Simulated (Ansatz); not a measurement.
A nudged elastic band was laid between two geometries of FH3Si + H3P (9 atoms, charge 0, multiplicity 1).

Method: RKS PBE0-D4/def2-SVP (Ansatz).

| Item | Value |
| --- | --- |
| movable images | 7 |
| climbing image | yes |
| spring | 5.0 eV/Å² |
| optimiser | quadratic models (default) |
| start path | through a guess of the saddle point |
| force threshold | 0.05 eV/Å |
| iteration limit | 60 |
| end points | relaxed |

First end point:

```xyz
9
Properties=species:S:1:pos:R:3
Si 0.507 -0.057 -0.221
F 0.601 -0.052 1.404
H 1.867 0.203 -0.766
H -0.436 1.018 -0.639
H 0.013 -1.390 -0.663
P -3.213 0.233 1.493
H -2.966 -0.631 0.380
H -3.566 -0.854 2.350
H -1.846 0.217 1.906
```

Last end point:

```xyz
9
Properties=species:S:1:pos:R:3
Si -0.437 -0.422 -0.290
F 0.068 1.515 2.235
H 0.757 -0.913 0.453
H -0.222 0.962 -0.794
H -0.722 -1.334 -1.438
P -2.161 -0.345 1.186
H -3.208 -0.167 0.237
H -2.333 -1.752 1.334
H -0.782 1.143 2.322
```

Q: What changes between the two ends?

A: Bonds broken: Si1–F2, P6–H9. Bonds formed: Si1–P6, F2–H9. FH3Si + H3P becomes FH + H5PSi.

Q: Give the energies along the band, and the barrier.

A: The run converged. The highest image is number 4 of 0 to 8, 2.34 eV above the first end and 1.58 eV above the last; the last end lies 0.76 eV above the first. A structure lower than the first end lies on the path between it and the top, so the climb from that side starts below the end, which may itself be a saddle point or a shallow side well. Neighbouring images differ by up to 1.9 eV, so the band resolves the path poorly. A vibrational analysis at the climbing image gives one clearly imaginary mode, 856i cm⁻¹: a first-order saddle point. The orbitals stay closed-shell, which can raise the energy where a bond breaks towards radicals; this wasn't checked here.

| image | path coordinate (Å) | energy (eV) | Si1–F2 (Å) | P6–H9 (Å) | Si1–P6 (Å) |
| --- | --- | --- | --- | --- | --- |
| 0 | 0.00 | 0.00 | 1.63 | 1.43 | 4.11 |
| 1 | 0.99 | -0.01 | 1.63 | 1.43 | 4.16 |
| 2 | 1.99 | -0.01 | 1.63 | 1.43 | 3.97 |
| 3 | 2.98 | 0.42 | 1.65 | 1.44 | 3.38 |
| 4 | 3.98 | 2.34 | 1.93 | 1.72 | 2.72 |
| 5 | 4.49 | 1.73 | 2.26 | 1.89 | 2.44 |
| 6 | 4.99 | 1.07 | 2.64 | 2.05 | 2.31 |
| 7 | 5.50 | 0.80 | 3.01 | 2.24 | 2.28 |
| 8 | 6.01 | 0.76 | 3.22 | 2.33 | 2.27 |

Q: What is the geometry of the highest image?

A: 
```xyz
9
Properties=species:S:1:pos:R:3:forces:R:3
Si -0.223 -0.161 0.031 0.00 -0.01 0.00
F 0.094 0.823 1.656 0.00 0.01 0.01
H 1.233 -0.486 0.101 0.00 0.00 0.00
H -0.511 1.004 -0.845 0.00 0.00 0.00
H -0.791 -1.397 -0.600 0.00 0.00 0.00
P -2.511 -0.157 1.494 0.00 0.00 0.00
H -2.968 0.044 0.165 0.00 0.00 0.00
H -2.367 -1.569 1.442 0.00 0.00 0.00
H -0.994 0.587 1.800 0.00 -0.01 0.00
```

Time of the run: 9.6 min on 1 thread of Arm Neoverse V1, with other jobs on the host, peak memory 0.15 GiB.
